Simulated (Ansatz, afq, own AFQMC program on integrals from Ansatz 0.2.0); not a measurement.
# SiGeH₃, doublet: AFQMC among the cluster methods

```xyz
5

Si    0.0000    0.0490    1.6510
Ge    0.0000    0.0026   -0.7008
H     0.0000    1.2167    2.5800
H     0.0000   -1.1785    2.4986
H     0.0000   -1.5876   -0.5748
```

Connectivity, by distances: SiH2–GeH.

Basis cc-pVDZ. Noble-gas cores (and the filled d shells of Ga–Kr and In–Xe) are frozen. Integrals, coupled cluster, full CI and functionals: Ansatz 0.2.0; the random walks run on the same integrals in our own AFQMC program. ph-AFQMC/CISD is guided by a CISD state made of CCSD amplitudes; releasing the constraint for a short imaginary time cuts its bias at the price of noise, slowly where states lie close. Error bars are statistical, one sigma. No spin–orbit coupling.

Determinant: UHF, the one that the program's search chose, which needn't be the lowest solution. The geometry is a point of a scan.

No full CI on the walks' own integrals is used here. The released AFQMC energy serves as the reference, which it does only where one determinant dominates, the energy is flat over the last release times and near the phaseless one (40 meV or 2 meV an electron, half that with transition metals). On small molecules, where full CI could be run and the noise was under 10 meV, such values lay within 10 meV of it in 19 cases of 20, a flattering rate, since the rule was set on those same cases; what remains of the bias isn't in the error bar.

Cautions: no relativity below Rb; no spin-orbit coupling; inner d shell frozen; the released value is read at 2.40 1/Eh with a noise of 18 meV, more than in the cases checked (meV from the phaseless value at times in 1/Eh: -4 ± 17 at 0.24, -10 ± 15 at 0.51, -22 ± 12 at 0.99, -11 ± 15 at 1.62, -16 ± 18 at 2.40).

* T1 diagnostic: 0.0181
* weight of the determinant in the CISD state: 0.861
* ⟨S²⟩ of the determinant: 0.766
* size of the correlated space: 11 electrons in 41 orbitals

```tsv
level	correlation energy (eV)
MP2	-4.5206
CCSD	-5.6376
CCSD(T)	-5.8115
```

Question: Estimate where phaseless AFQMC with a CISD trial lies against CCSD(T) on the same integrals.

Answer: 5.2 ± 1.3 kJ/mol below CCSD(T).

Reference: AFQMC with the constraint released, correlation energy -5.881 ± 0.018 eV.

| level | E − E(reference) (kJ/mol) | share of correlation (%) |
| --- | --- | --- |
| CCSD(T) | 6.7 ± 1.7 | 98.82 |
| ph-AFQMC/CISD | 1.5 ± 2.1 | 99.73 |

A walk keeps the symmetry of its determinant, which the program's search chose and which needn't be the lowest solution, so a lower state of the same spin and another symmetry isn't excluded. Released energies are given only where the last usable release times agree within the noise; a slower fall can still hide under it.
